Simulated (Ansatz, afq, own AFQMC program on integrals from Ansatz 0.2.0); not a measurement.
Integrals from Ansatz 0.2.0, then the random walk in our own AFQMC program (afq).

```yaml
crystal:
  periodic: [false, false, false]
  atoms:
    - {symbol: As, position_ang: [0.000000, 0.000000, 0.000000]}
basis:
  gaussian: {orbitals: aug-cc-pVDZ}
magnetization: {spin_polarized: true, initial_magnetization: 3}
correlation: {method: ccsd_t, electrons: outside_noble_gas, hamiltonian_folder: ham}
```

```sh
$ ansatz run in.yaml --threads 1 --pin off --events-out ev --progress --plain --max-ram 1382MiB
```

Options of the walk:

```
--method free --trial cisd --walkers 130 --time-step 0.03 --max-blocks 80 --target-error 0.00027 --factor-cut 1e-05 --seed 4060 --times 0,0.3,0.6,1.2,1.8,2.4,3.6,4.8,6 --taylor-order 8
```

Times are imaginary, in 1/Eh. The walk had a cap of 515 s. Filled inner d shells are frozen with the cores.

Output of the walk:

```
orbitals 22  electrons 4 1  factors 127 of 239
reference energy -2234.16833098 Eh
CCSD correlation -0.07233260 Eh in 8 cycles, weight of the determinant in the CISD state 0.9478
repeat  energy at the last time / Eh  error
    10  -2234.242147  0.000092
    20  -2234.242151  0.000063
    30  -2234.242179  0.000052
time / (1/Eh)  energy / Eh  error  mean overlap
  0.00  -2234.240660  0.000011  1.0546
  0.30  -2234.241405  0.000020  1.0578
  0.60  -2234.241767  0.000037  1.0608
  1.20  -2234.241953  0.000033  1.0732
  1.80  -2234.242035  0.000040  1.0782
  2.40  -2234.242166  0.000054  1.0714
  3.60  -2234.242168  0.000047  1.0715
  4.80  -2234.242123  0.000048  1.0891
  6.00  -2234.242173  0.000050  1.0888
energy -2234.242173 +/- 0.000050 Eh
```

The run passed its tests (error under three times the target), which doesn't prove that it has relaxed.

Against this walk (error 1.4 meV) on the same determinant: CCSD(T) 9.7 meV higher, CCSDT(Q) 0.0 meV lower (within the noise), CCSDTQ 0.6 meV lower (within the noise), full CI 0.6 meV lower (within the noise). The error is statistical, and a free projection of finite length keeps a remainder of its start.

Cautions: remainder of the start not in the error; no relativity below Rb; no spin-orbit coupling; inner d shell frozen.

The walk took 31 s on 1 thread of Arm Neoverse V2 (shared host). The log's last line is the free-projection energy.

CCSDT and higher add their correlation energy to the determinant of the CCSD(T) run, since their own runs factorise the integrals more tightly (a shift of under 2 meV). A walk keeps the symmetry of its determinant, which the program's search chose and which needn't be the lowest solution, so a lower state of the same spin and another symmetry isn't excluded.
